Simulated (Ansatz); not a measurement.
Species: molecular fluorine, F₂, charge 0, multiplicity 1. 
Coordinates optimised at B3LYP-D3(BJ)/def2-TZVP (Ansatz, an electronic-structure program):
SMILES: FF
```xyz
2

F      0.0000     0.0000    -0.6982
F      0.0000     0.0000     0.6982
```
Charge 0, spin multiplicity 1.

Wanted: vertical electron affinity (to the doublet state of charge -1; a negative value means that the extra electron is unbound and the number depends on the basis; each state is the SCF solution reached for its spin; for the singlet the Hartree-Fock reference is unstable and T1 is 0.012), in eV. Valence correlation only, unless marked. UHF or UKS for open shells. No spin-orbit coupling. Non-relativistic. Anions need diffuse functions: aug- sets have them; def2-D sets add few. Basis-set limits of correlation are two-point, X^-3; Hartree-Fock from the larger set.

| level | program | vertical electron affinity (eV) |
|---|---|---|
| B3LYP/def2-TZVPD | Ansatz | 0.58 |
| BHLYP/def2-TZVPD | Ansatz | 0.50 |
| CAM-B3LYP/def2-TZVPD | Ansatz | 0.62 |
| CCSD/aug-cc-pVDZ | Ansatz | 0.10 |
| CCSD/def2-TZVPPD | Ansatz | 0.05 |
| CCSD/aug-cc-pVQZ | Ansatz | 0.16 |
| CCSD/CBS(aug-cc-pVTZ,aug-cc-pVQZ) | Ansatz | 0.21 |
| CCSD(T)/def2-TZVPPD | Ansatz | 0.00 |
| CCSD(T)/CBS(def2-TZVPPD,def2-QZVPPD) | Ansatz | 0.14 |
| CCSD(T)/CBS(aug-cc-pVTZ,aug-cc-pVQZ) | Ansatz | 0.17 |
